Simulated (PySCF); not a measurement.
**Broadened absorption spectrum of 1,3-hexadiyne**

Species: 1,3-hexadiyne, C6H6.
Atom-mapped SMILES: `[CH:1]#[C:2][C:3]#[C:4][CH2:5][CH3:6]` (hydrogens: H7 on C1; H8, H9 on C5; H10, H11, H12 on C6)

The calculation used TDDFT CAM-B3LYP/def2-SVPD, vertical, gas phase, core orbitals frozen in the response in PySCF. Geometry: GFN2-xTB; no solvent, vibrations or thermal averaging.

Computed states:

```json
{"state": "S1", "E (eV)": "4.79", "f": "0.0000"}
{"state": "S2", "E (eV)": "4.98", "f": "0.0005"}
{"state": "S3", "E (eV)": "4.99", "f": "0.0003"}
{"state": "S4", "E (eV)": "6.89", "f": "0.0000"}
{"state": "S5", "E (eV)": "6.91", "f": "0.026"}
{"state": "S6", "E (eV)": "7.34", "f": "0.0001"}
{"state": "S7", "E (eV)": "7.59", "f": "0.315"}
{"state": "S8", "E (eV)": "7.62", "f": "0.0023"}
```

Broadening: Gaussians 0.5 eV wide at half height, area fixed by f = 4.319×10⁻⁹ ∫ε dν̃. The width is an assumption, not a result. The curve ends short of the highest state used, and states not computed would add to its high-energy end.

(1) What does the envelope look like, and where are its maxima?

(2) Coming from long wavelengths, where does ε first pass 100 L mol⁻¹ cm⁻¹?

(3) On this curve, what absorbance would a 10⁻³ mol/L sample give at 280 nm over a 1 cm path?

## Answers

(1) 
```
E (eV)  ε (L mol⁻¹ cm⁻¹)
  4.04                 0
  4.17                 0
  4.30                 0
  4.43                 1
  4.56                 6
  4.69                17
  4.81                31
  4.94                43
  5.07                40
  5.20                26
  5.33                12
  5.46                 4
  5.59                 1
  5.72                 0
  5.85                 0
  5.98                 0
  6.11                 1
  6.24                10
  6.37                55
  6.50               216
  6.63               584
  6.76              1094
  6.89              1462
  7.02              1678
```

Maxima: 249 nm (4.99 eV), ε about 44, made up of S2 (64%) and S3 (36%) (ε in L mol⁻¹ cm⁻¹; maxima over ε = 5, shares over 10%). At its high-energy end, 7.02 eV, the curve is still rising (ε about 1700, from S5 and S7).

(2) At about 193 nm (6.42 eV), 1.64 eV above S1.

(3) 280 nm is 4.428 eV, where ε is about 1.4 L mol⁻¹ cm⁻¹, so A = ε c l ≈ 0.0014 (Beer–Lambert, with the gas-phase spectrum and the assumed width).
